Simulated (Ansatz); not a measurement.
Relaxation of H3SSi (5 atoms, charge 0, multiplicity 2), to a largest force component of 0.015 eV/Å in at most 40 steps.

The calculation used UKS PBE0-D4/def2-SVP (Ansatz).

```xyz
5
Properties=species:S:1:pos:R:3
Si -0.091 -0.737 -0.348
S 0.304 1.402 -0.312
H -0.097 -1.199 1.018
H -1.449 -0.855 -0.869
H 1.382 1.314 0.469
```

Problem. Where does it end, and by what steps?

Solution. The forces met the threshold. The force dipped under the threshold on the way, but the program's further checks kept it going. After 5 steps the energy has fallen by 0.071 eV; H3 moved furthest, 0.10 Å.

```
step  energy less start (eV)  largest force component (eV/Å)  accepted
   0                  0.0000                           1.059       yes
   1                 -0.0626                           0.299       yes
   2                 -0.0686                           0.091       yes
   3                 -0.0703                           0.026       yes
   4                 -0.0708                           0.014       yes
   5                 -0.0709                           0.006       yes
```

```xyz
5
Properties=species:S:1:pos:R:3
Si -0.097 -0.697 -0.305
S 0.271 1.416 -0.289
H -0.106 -1.273 1.081
H -1.444 -0.849 -0.938
H 1.425 1.330 0.410
```

Whether the end is a true minimum wasn't checked by a vibrational analysis.

Run time: 17 s on 1 thread of Intel(R) Xeon(R) Processor @ 2.70GHz (shared host), peak memory 0.13 GiB.
